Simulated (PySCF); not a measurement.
Working out the ionisation energy of Ar

Ar [Ar] (1S) → Ar⁺ [Ne] 3s2 3p5 (2P). Calculation: PySCF 2.14, in cc-pV(T+d)Z; the non-relativistic Hamiltonian (point nucleus). Frozen: [Ne]. Energies in hartree (1 hartree = 27.21139 eV):

```json
{"part": "UHF", "Ar (lower)": "-526.813134", "Ar⁺ (upper)": "-526.277651"}
{"part": "CCSD correlation", "Ar (lower)": "-0.225482", "Ar⁺ (upper)": "-0.191366"}
{"part": "(T)", "Ar (lower)": "-0.006843", "Ar⁺ (upper)": "-0.005333"}
```

**Question.** What does Hartree-Fock give?

**Answer.** (-526.277651) − (-526.813134) = 0.535483 hartree = 14.571 eV.

**Question.** What do CCSD and CCSD(T) give?

**Answer.** The CCSD correlation energies differ by 0.034116 hartree = 0.928 eV and the triples by 0.001510 hartree = 0.041 eV, so CCSD gives 15.499 eV and CCSD(T) 15.540 eV.

Measured between the centres of the two terms (NIST): 15.819 eV, so CCSD(T) (valence) is off by -0.279 eV.

What remains against the reference includes basis incompleteness, the frozen core and higher excitations.
